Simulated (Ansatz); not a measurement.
SiH$_{5}$ClO, singlet: a pair in one relaxed arrangement.

The input file, in.yaml:

```yaml
crystal:
  periodic: [false, false, false]
  atoms:
    - {symbol: O, position_ang: [-0.047048, -0.026545, -1.956646]}
    - {symbol: H, position_ang: [-0.897203, -0.367087, -1.663185]}
    - {symbol: H, position_ang: [-0.236980, 0.843556, -2.314872]}
    - {symbol: Si, position_ang: [0.374183, -0.057889, 1.187647]}
    - {symbol: Cl, position_ang: [-1.618310, -0.540930, 0.902613]}
    - {symbol: H, position_ang: [0.611326, 1.308284, 0.676586]}
    - {symbol: H, position_ang: [1.215242, -1.066995, 0.514826]}
    - {symbol: H, position_ang: [0.598690, -0.092495, 2.652933]}
basis:
  gaussian: {orbitals: "def2-TZVPPD.json"}
hamiltonian: {xc: {name: BLYP}, dispersion: d4}
```

The basis file named in the input lies beside it (Basis Set Exchange, JSON).

Command:

```bash
ansatz run in.yaml --threads 4 --pin off --events-out ev --progress --plain --max-ram 9574MiB
```

The run's output (Ansatz 0.2.0):

```
Functional definition: BLYP
  name "BLYP"
  cite "Becke, Phys. Rev. A 38, 3098 (1988) doi:10.1103/PhysRevA.38.3098"
  cite "Lee, Yang & Parr, Phys. Rev. B 37, 785 (1988) doi:10.1103/PhysRevB.37.785"
  parameter beta = 0.0042
  parameter a = 0.04918
  parameter b = 0.132
  parameter c = 0.2533
  parameter d = 0.349
  exchange = b88_x(beta = beta)
  correlation = lyp_c(a = a, b = b, c = c, d = d)
1108 factors; their error is unknown
mean field evaluation 1: about -22523.9151 eV, gradient 6.5e1 eV
mean field evaluation 2: about -22486.0099 eV, gradient 1.5e2 eV
mean field evaluation 4: about -22530.9080 eV, gradient 6.8e0 eV
mean field evaluation 8: about -22531.0044 eV, gradient 1.2e-1 eV
mean field evaluation 16: about -22530.9806 eV, gradient 2.4e-4 eV
mean field -22530.98056244 eV, -827.9982636225 hartree, gradient 2.7e-5 eV, S^2 0.000000; 0 other end points of the search recorded, 0 dependent functions left out
reference -22530.98095568 eV, -827.9982780738 hartree; 22, 22 occupied and 202, 202 virtual orbitals, 1108 factors
Total energy: -22531.25479790 eV, -828.0083415897 hartree
```

Hardware: 4 CPU threads of an Arm Neoverse V1, shared host. Wall time about 2.8 s.
